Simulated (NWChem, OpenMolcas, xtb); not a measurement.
# A ladder of methods for HCl (hydrogen chloride)

HCl has 2 atoms, charge 0, and is taken as a singlet. As SMILES, `Cl`. The coordinates come from a PBE0-D4/def2-TZVP relaxation.

```xyz
2

Cl    0.5460   -0.1785    0.2808
H    -0.5460    0.1785   -0.2808
```

Quantity: the dipole moment, in D. The values are calculated.

**What was measured.** NIST CCCBDB; in doubt, as an older value, an estimate or one at odds with other calculations gives the dipole moment of the gas as 1.08 D.

| level | kind | program | value (D) | computed − measured |
| --- | --- | --- | --- | --- |
| GFN2-xTB | semi-empirical | xtb | 1.05 | -0.03 |
| GFN1-xTB | semi-empirical | xtb | 1.83 | +0.75 |
| HF/def2-TZVPPD | Hartree–Fock | OpenMolcas | 1.19 | +0.11 |
| SVWN5/def2-TZVPPD | LDA | OpenMolcas | 1.11 | +0.03 |
| BLYP/def2-TZVPPD | GGA | OpenMolcas | 1.05 | -0.03 |
| M06-L/def2-TZVPPD | meta-GGA | OpenMolcas | 1.11 | +0.03 |
| BHLYP/def2-TZVPPD | global hybrid | OpenMolcas | 1.14 | +0.06 |
| CAM-B3LYP/def2-TZVPPD | range-separated hybrid | NWChem | 1.13 | +0.05 |

Nearest: GFN2-xTB (-0.03 D), SVWN5/def2-TZVPPD (+0.03 D), BLYP/def2-TZVPPD (-0.03 D), M06-L/def2-TZVPPD (+0.03 D); farthest: GFN1-xTB (+0.75 D). The measured dipole is a vibrational average, so differences of a few hundredths of a debye mean little. Computed less measured by kind, in D (of the ab initio rows, those in def2-TZVPPD): semi-empirical -0.03 to +0.75; Hartree–Fock +0.11; LDA +0.03; GGA -0.03; meta-GGA +0.03; global hybrid +0.06; range-separated hybrid +0.05. Magnitudes only.
